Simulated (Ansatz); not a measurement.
Ansatz (a quantum-chemistry and plane-wave program) input (B3LYP/6-31G*):

Ansatz 0.2 input:
```yaml
crystal:
  periodic: [false, false, false]
  atoms:
    - {symbol: C, position_ang: [1.48923700, 0.70079263, 0.00925021]}
    - {symbol: C, position_ang: [-0.03929376, 0.78325927, 0.00066342]}
    - {symbol: S, position_ang: [-0.85165386, -0.85211429, -0.00580082]}
    - {symbol: H, position_ang: [-0.35574310, 1.36679086, 0.87704767]}
    - {symbol: H, position_ang: [-0.34577701, 1.36877731, -0.87793506]}
    - {symbol: H, position_ang: [1.96495899, 1.69625100, 0.01307846]}
    - {symbol: H, position_ang: [1.82668773, 0.14785365, 0.88999214]}
    - {symbol: H, position_ang: [1.83667574, 0.14984447, -0.86885190]}
basis:
  gaussian:
    orbitals: 6-31G*
hamiltonian:
  xc: {name: B3LYP}
total_charge: -1
relax: {f_tol: 0.003, max_steps: 120}
```

Output:

```
WARN ansatz: RAYON_NUM_THREADS=1 ignored (pool sized by the plan → 1); use --threads N
Functional definition: B3LYP
integrals: 0.02 GiB planned
674 factors; integrals over basis functions are off by at most 4.1e-4 eV
mean field: 0.16 GiB planned
mean field evaluation 1: about -12990.2632 eV, gradient 2.0e1 eV
mean field evaluation 2: about -12990.4511 eV, gradient 1.9e1 eV
mean field evaluation 4: about -12991.4510 eV, gradient 5.7e-1 eV
mean field evaluation 8: about -12991.4615 eV, gradient 4.8e-2 eV
mean field evaluation 16: about -12991.4615 eV, gradient 4.9e-5 eV
mean field -12991.46150063 eV, -477.4274042191 hartree, gradient 4.9e-5 eV, S^2 0.000000; 0 other end points of the search recorded, 0 dependent functions left out
the calculation of the forces begins
reference -12991.46169569 eV, -477.4274113875 hartree; 17, 17 occupied and 42, 42 virtual orbitals, 674 factors
relax step   1: F+E_penalty+E_count = -12991.46150063 eV  Δ(F+E_penalty+E_count) = +0.000e0 eV  max|allowed force component| = 2.999e-1 eV/Å  Δτ_max = 0.0000 Å  (26 SCF iters, accepted)
these checks for a lower state are left out or cut short: starts, cluster_reference, orbital_swaps, neighbouring_geometries, increment
integrals: 0.02 GiB planned
674 factors; integrals over basis functions are off by at most 4.2e-4 eV
mean field: 0.16 GiB planned
mean field -12991.46632683 eV, -477.4275815790 hartree, gradient 1.1e-5 eV, S^2 0.000000; 0 other end points of the search recorded, 0 dependent functions left out
the calculation of the forces begins
reference -12991.46652237 eV, -477.4275887649 hartree; 17, 17 occupied and 42, 42 virtual orbitals, 674 factors
relax step   2: F+E_penalty+E_count = -12991.46632683 eV  Δ(F+E_penalty+E_count) = -4.826e-3 eV  max|allowed force component| = 1.073e-1 eV/Å  Δτ_max = 0.0191 Å  (25 SCF iters, accepted)
these checks for a lower state are left out or cut short: starts, cluster_reference, orbital_swaps, neighbouring_geometries, increment
integrals: 0.02 GiB planned
674 factors; integrals over basis functions are off by at most 4.2e-4 eV
mean field: 0.16 GiB planned
mean field -12991.46691766 eV, -477.4276032915 hartree, gradient 9.2e-6 eV, S^2 0.000000; 0 other end points of the search recorded, 0 dependent functions left out
the calculation of the forces begins
reference -12991.46711333 eV, -477.4276104823 hartree; 17, 17 occupied and 42, 42 virtual orbitals, 674 factors
relax step   3: F+E_penalty+E_count = -12991.46691766 eV  Δ(F+E_penalty+E_count) = -5.908e-4 eV  max|allowed force component| = 3.133e-2 eV/Å  Δτ_max = 0.0042 Å  (24 SCF iters, accepted)
these checks for a lower state are left out or cut short: starts, cluster_reference, orbital_swaps, neighbouring_geometries, increment
integrals: 0.02 GiB planned
674 factors; integrals over basis functions are off by at most 4.2e-4 eV
mean field: 0.16 GiB planned
mean field evaluation 32: about -12991.4669 eV, gradient 5.6e-2 eV
mean field -12991.46696138 eV, -477.4276048982 hartree, gradient 5.1e-5 eV, S^2 0.000000; 0 other end points of the search recorded, 0 dependent functions left out
the calculation of the forces begins
reference -12991.46715702 eV, -477.4276120878 hartree; 17, 17 occupied and 42, 42 virtual orbitals, 674 factors
relax step   4: F+E_penalty+E_count = -12991.46696138 eV  Δ(F+E_penalty+E_count) = -4.372e-5 eV  max|allowed force component| = 1.708e-2 eV/Å  Δτ_max = 0.0011 Å  (19 SCF iters, accepted)
these checks for a lower state are left out or cut short: starts, cluster_reference, orbital_swaps, neighbouring_geometries, increment
integrals: 0.02 GiB planned
674 factors; integrals over basis functions are off by at most 4.2e-4 eV
mean field: 0.16 GiB planned
mean field -12991.46696877 eV, -477.4276051698 hartree, gradient 2.8e-5 eV, S^2 0.000000; 0 other end points of the search recorded, 0 dependent functions left out
the calculation of the forces begins
reference -12991.46716438 eV, -477.4276123583 hartree; 17, 17 occupied and 42, 42 virtual orbitals, 674 factors
relax step   5: F+E_penalty+E_count = -12991.46696877 eV  Δ(F+E_penalty+E_count) = -7.391e-6 eV  max|allowed force component| = 8.584e-4 eV/Å  Δτ_max = 0.0006 Å  (20 SCF iters, accepted)
integrals: 0.02 GiB planned
674 factors; integrals over basis functions are off by at most 4.2e-4 eV
mean field: 0.16 GiB planned
mean field -12991.46696877 eV, -477.4276051698 hartree, gradient 2.8e-5 eV, S^2 0.000000; 1 other end points of the search recorded, 0 dependent functions left out
the calculation of the forces begins
reference -12991.46716438 eV, -477.4276123583 hartree; 17, 17 occupied and 42, 42 virtual orbitals, 674 factors
Total energy: -12991.46716438 eV, -477.4276123583 hartree
Atom 0 at     1.490107     0.700898     0.009255 Å, force    -0.000834    -0.000858    -0.000006 eV/Å
Atom 1 at    -0.043567     0.779382     0.000635 Å, force     0.000393    -0.000685     0.000001 eV/Å
Atom 2 at    -0.869751    -0.865655    -0.005919 Å, force     0.000060     0.000425     0.000001 eV/Å
Atom 3 at    -0.356387     1.372088     0.878064 Å, force    -0.000104     0.000057     0.000787 eV/Å
Atom 4 at    -0.346409     1.374077    -0.878946 Å, force    -0.000095     0.000059    -0.000788 eV/Å
Atom 5 at     1.969185     1.699611     0.013106 Å, force     0.000502     0.000601     0.000004 eV/Å
Atom 6 at     1.835947     0.149528     0.892687 Å, force     0.000041     0.000201    -0.000427 eV/Å
Atom 7 at     1.845965     0.151525    -0.871438 Å, force     0.000036     0.000200     0.000428 eV/Å
Dipole moment:     0.666182     0.723924     0.004602 e Å
```

The dipole moment of an ion depends on the origin.
